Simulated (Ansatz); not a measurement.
# triplet BNH3Cl: levels of theory compared

Wanted: a comparison of 3 runs (UB3LYP/6-31G*, UMP2/aug-cc-pVDZ, UCCSD/aug-cc-pVDZ) of triplet BNH3Cl. 

Program for the calculation: Ansatz 0.2.0.

61 further runs of the same task are left out: 61 set aside as unsound or not needed.

### Step 1. The system as given

BNH3Cl: 6 atoms, total charge 0, spin state triplet. SMILES of the parent species: `NBCl`. The shape is that of a PBE0-D4/def2-TZVP optimisation. That shape belongs to the parent species and isn't relaxed for this state.

Bond lengths: N1–B2 1.383 Å, B2–Cl3 1.768 Å, N1–H4 1.005 Å, N1–H5 1.006 Å, B2–H6 1.191 Å. Angles: N1–B2–Cl3 119.7°, N1–B2–H6 121.5°, Cl3–B2–H6 118.8°, B2–N1–H4 122.2°, B2–N1–H5 123.2°, H4–N1–H5 114.7°.

### Step 2. A single-point energy at UB3LYP/6-31G(d) (Cartesian functions) (run 1)

The input, input.yaml:

```yaml
crystal:
  periodic: [false, false, false]
  atoms:
    - {symbol: N, position_ang: [-0.395600, -0.007800, -0.658000]}
    - {symbol: B, position_ang: [0.369600, -0.158900, 0.483700]}
    - {symbol: Cl, position_ang: [0.529900, 1.189300, 1.616000]}
    - {symbol: H, position_ang: [-0.511800, -0.749300, -1.326600]}
    - {symbol: H, position_ang: [-0.878600, 0.844500, -0.888200]}
    - {symbol: H, position_ang: [0.928800, -1.181900, 0.727100]}
basis:
  gaussian:
    orbitals: "6-31G*"
magnetization:
  spin_polarized: true
  initial_magnetization: 2
hamiltonian:
  xc: {name: B3LYP}
accuracy: high
output:
  orbitals: {seedname: orbitals}
```

Started as:

```bash
$ ansatz run input.yaml --threads 1 --pin off --max-ram 3480MiB --events-out events.jsonl --progress --plain --runs-dir runs
```

Standard output:

```text
Warning: RAYON_NUM_THREADS=1 ignored (pool sized by the plan → 1); use --threads N
Functional definition: B3LYP
  name "B3LYP"
  parameter a0 = 0.2
  parameter ax = 0.72
  parameter ac = 0.81
  exchange = (1 - a0 - ax)*slater_x + ax*b88_x + a0*exact_x
  correlation = (1 - ac)*vwn_rpa_c + ac*lyp_c
1174 factors; integrals over basis functions are off by at most 4.1e-9 eV
mean field evaluation 1: about -14724.5711 eV, gradient 4.2e1 eV
mean field evaluation 2: about -14691.2701 eV, gradient 8.1e1 eV
mean field evaluation 4: about -14731.0788 eV, gradient 2.1e1 eV
mean field evaluation 8: about -14733.6820 eV, gradient 3.4e-1 eV
mean field evaluation 16: about -14733.7802 eV, gradient 8.6e-4 eV
mean field evaluation 32: about -14733.7802 eV, gradient 3.9e-7 eV
mean field -14733.78018757 eV, -541.4564349782 hartree, gradient 3.4e-8 eV, S^2 2.006345; 5 other end points of the search recorded, 0 dependent functions left out
reference -14733.78022045 eV, -541.4564361865 hartree; 17, 15 occupied and 38, 40 virtual orbitals, 1174 factors
Total energy: -14733.78022045 eV, -541.4564361865 hartree
```

Wall time 9.9 s (1 thread of Arm Neoverse V1, shared host); peak memory 0.2 GiB.

### Step 3. A single-point energy at UMP2/aug-cc-pVDZ (run 2)

The input, input.yaml:

```yaml
basis:
  gaussian:
    orbitals: aug-cc-pVDZ
crystal:
  periodic: [false, false, false]
  atoms:
    - {symbol: "N", position_ang: [-0.395600, -0.007800, -0.658000]}
    - {symbol: B, position_ang: [0.369600, -0.158900, 0.483700]}
    - {symbol: Cl, position_ang: [0.529900, 1.189300, 1.616000]}
    - {symbol: H, position_ang: [-0.511800, -0.749300, -1.326600]}
    - {symbol: H, position_ang: [-0.878600, 0.844500, -0.888200]}
    - {symbol: H, position_ang: [0.928800, -1.181900, 0.727100]}
magnetization:
  spin_polarized: true
  initial_magnetization: 2
correlation:
  method: mp2
  frozen_orbitals: {B: 1, Cl: 5, H: 0, "N": 1}
accuracy: high
```

Started as:

```bash
$ ansatz run input.yaml --threads 1 --pin off --max-ram 3480MiB --events-out events.jsonl --progress --plain --runs-dir runs
```

Standard output (excerpt; [...] marks lines left out):

```text
Warning: RAYON_NUM_THREADS=1 ignored (pool sized by the plan → 1); use --threads N
Functional definition: HF
  name "HF"
[...]
1994 factors; integrals over basis functions are off by at most 3.2e-9 eV
[...]
mean field -14701.62058008 eV, -540.2745912016 hartree, gradient 2.5e-8 eV, S^2 2.022921; 9 other end points of the search recorded, 0 dependent functions left out
7 core orbitals not correlated: weight in the atoms' cores, before any rotation towards them, 1.000 or more for the frozen orbitals, at most 0.000 for the correlated occupied ones
reference -14701.62058008 eV, -540.2745912016 hartree; 10, 8 occupied and 83, 85 virtual orbitals, 1994 factors
second order -10.25594809 eV of doubles, -0.00000000 eV of singles
Total energy: -14711.87652817 eV, -540.6514903422 hartree
```

Run time: 29 s. Hardware: 1 thread of Arm Neoverse V1, shared host; peak memory 0.41 GiB.

### Step 4. A single-point energy at UCCSD/aug-cc-pVDZ (run 3)

The input, run.yaml:

```yaml
basis:
  gaussian: {orbitals: aug-cc-pVDZ}
crystal:
  periodic: [false, false, false]
  atoms:
    - {symbol: "N", position_ang: [-0.395600, -0.007800, -0.658000]}
    - {symbol: B, position_ang: [0.369600, -0.158900, 0.483700]}
    - {symbol: Cl, position_ang: [0.529900, 1.189300, 1.616000]}
    - {symbol: H, position_ang: [-0.511800, -0.749300, -1.326600]}
    - {symbol: H, position_ang: [-0.878600, 0.844500, -0.888200]}
    - {symbol: H, position_ang: [0.928800, -1.181900, 0.727100]}
magnetization: {spin_polarized: true, initial_magnetization: 2}
correlation: {method: ccsd, frozen_orbitals: {B: 1, Cl: 5, H: 0, "N": 1}}
accuracy: high
scf: {omitted_lower_state_checks: [cluster_reference, increment]}
```

Started as:

```bash
$ ansatz run run.yaml --threads 1 --pin off --max-ram 3480MiB --events-out events.jsonl --progress --plain --runs-dir runs
```

Standard output (excerpt; [...] marks lines left out):

```text
Warning: RAYON_NUM_THREADS=1 ignored (pool sized by the plan → 1); use --threads N
Functional definition: HF
  name "HF"
[...]
1994 factors; integrals over basis functions are off by at most 3.2e-9 eV
[...]
mean field -14701.62058008 eV, -540.2745912016 hartree, gradient 2.5e-8 eV, S^2 2.022921; 9 other end points of the search recorded, 0 dependent functions left out
7 core orbitals not correlated: weight in the atoms' cores, before any rotation towards them, 1.000 or more for the frozen orbitals, at most 0.000 for the correlated occupied ones
reference -14701.62058008 eV, -540.2745912016 hartree; 10, 8 occupied and 83, 85 virtual orbitals, 1994 factors
second order -10.25594809 eV of doubles, -0.00000000 eV of singles
cycle   1  -11.01767697 eV  change   -7.6e-1 eV  update   8.0e-2
[...]
cycle  38  -11.41990143 eV  change  -7.6e-10 eV  update   1.0e-9
Total energy: -14713.04048151 eV, -540.6942648386 hartree
Checks for a lower state left out: cluster_reference, increment
```

Wall time 1.7 min (1 thread of Arm Neoverse V1, shared host); peak memory 1.4 GiB.

### Step 5. All runs side by side

| run | level | Cartesian functions | frozen core orbitals | energy (Eh) | ⟨S²⟩ | wall time |
| --- | --- | --- | --- | --- | --- | --- |
| 1 | UB3LYP/6-31G* (Cartesian functions) | yes | – | -541.456436 | 2.006 | 9.9 s |
| 2 | UMP2/aug-cc-pVDZ | no | 7 | -540.651490 | 2.023 | 29 s |
| 3 | UCCSD/aug-cc-pVDZ | no | 7 | -540.694265 | 2.023 | 1.7 min |

### Step 6. Results

```
                                          quantity          value
                               run 3: total energy  -540.69426 Eh
run 3: correlation energy (7 core orbitals frozen)     -419.7 mEh
          run 3: ⟨S²⟩ of the reference determinant          2.023
                              run 3: T1 diagnostic          0.037
```

All runs together took 2.3 min, the longest 1.7 min.
